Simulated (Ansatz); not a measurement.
# The cluster Li3Si: structure and electronic state

What does the cluster Li3Si look like as a doublet, and where do its frontier electrons sit?

The runs use Ansatz 0.2.0, Gaussian basis; UKS PBE0-D4/def2-TZVP.

The runs, in order: relaxation at PBE-D4/def2-TZVP; a single point at PBE0-D4/def2-TZVP.

1 further run of the same task is left out (set aside as unsound or not needed).

**1. The starting structure**

4 atoms, charge 0, spin multiplicity 2.

Atoms are counted from 1 here; the program's logs count them from 0.

Bond lengths: Li1–Si4 2.340 Å, Li2–Si4 2.339 Å, Li3–Si4 2.338 Å. Angles: Li1–Si4–Li2 63.7°, Li1–Si4–Li3 63.5°, Li2–Si4–Li3 63.3°.

The start is a GFN1-xTB geometry.

**2. Optimising with PBE-D4/def2-TZVP**

in.yaml

```yaml
crystal:
  periodic: [false, false, false]
  atoms:
    - {symbol: Li, position_ang: [-0.706670, -0.775180, 1.069920]}
    - {symbol: Li, position_ang: [-0.949850, 0.886930, -0.737320]}
    - {symbol: Li, position_ang: [0.699100, -0.916550, -0.946530]}
    - {symbol: Si, position_ang: [0.957430, 0.804800, 0.613940]}
basis:
  gaussian: {orbitals: def2-TZVP}
magnetization: {spin_polarized: true, initial_magnetization: 1}
hamiltonian: {xc: pbe, dispersion: d4}
scf: {omitted_lower_state_checks: [starts]}
output: {orbitals: {seedname: orbitals}}
relax: {f_tol: 0.02, max_steps: 100}
```

Launch:

```console
> ansatz run in.yaml --threads 4 --pin off --events-out ev --progress --plain --max-ram 3916MiB
```

The runs that follow: Single point, PBE0-D4/def2-TZVP.

**Question.** What will the summary of the whole plan be? Wanted: point group; commonest bond; HOMO, LUMO at PBE0-D4/def2-TZVP; ⟨S²⟩; dipole at PBE-D4/def2-TZVP.

The runs gave:

| quantity | value |
| --- | --- |
| point group | C2v |
| commonest bond | Li–Si, 3 of mean length 2.427 Å |
| HOMO, LUMO at PBE0-D4/def2-TZVP (over both spins) | -3.56, -1.32 eV |
| ⟨S²⟩ | 0.794 |
| dipole at PBE-D4/def2-TZVP | 2.55 D |

The relaxation broke 1 and made 0 bonds, so the end is another structure than the start. No usable vibrations, so a minimum isn't proven. Whether this spin is the lowest isn't tested here.
